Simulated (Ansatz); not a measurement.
# CH₂B (sextet): wave-function methods side by side, def2-QZVPP

The task here is to estimate one member of a computed series from the others.

Program: Ansatz 0.2.0, Gaussian basis. Level of theory: def2-QZVPP, core rule «outside noble gas», up to 2 orbitals frozen. These are calculated values, not measurements.

Plan: UHF; ROHF; CCSD(T) on UHF.

### The geometry

The geometry is a PBE0/def2-TZVP stationary point (not a proven minimum) of the parent state, kept for this charge and spin.

4 atoms, charge 0, spin multiplicity 6.

Atoms are counted from 1 here; the program's logs count them from 0.

Bond lengths: B1–C2 1.527 Å, B1–H3 1.203 Å, C2–H4 1.092 Å. Angles: C2–B1–H3 121.6°, B1–C2–H4 134.8°.

The first run:

Input file in.yaml:

```yaml
crystal:
  periodic: [false, false, false]
  atoms:
    - {symbol: B, position_ang: [0.000000, -0.104832, 0.802428]}
    - {symbol: C, position_ang: [0.000000, -0.044574, -0.723222]}
    - {symbol: H, position_ang: [0.000000, 0.894880, 1.472485]}
    - {symbol: H, position_ang: [0.000000, 0.760676, -1.461216]}
basis:
  gaussian: {orbitals: "def2-QZVPP.json"}
magnetization: {spin_polarized: true, initial_magnetization: 5}
hamiltonian: {xc: hf}
output: {orbitals: {seedname: orbitals}}
```

On the command line:

```sh
> ansatz run in.yaml --threads 1 --pin off --events-out ev --progress --plain --max-ram 2393MiB
```

Steps of the session up to this table: UHF; ROHF; CCSD(T) on UHF.

One of the session's tables, all rows but one given; the rest of the session is left out.

It belongs to the step «Misses and costs». 

| method | from UCCSD(T) (meV) |
| --- | --- |
| ROHF | +5609.8 |
| UHF | ? |
| UMP2 | +962.2 |
| UCCSD | +219.7 |
| UCCSD(T) | 0 |

**Question.** Estimate the row for UHF.

As computed: from UCCSD(T) (meV): +5470.5. In the column «from UCCSD(T) (meV)» it lies between UMP2 (+962.2) and ROHF (+5609.8).
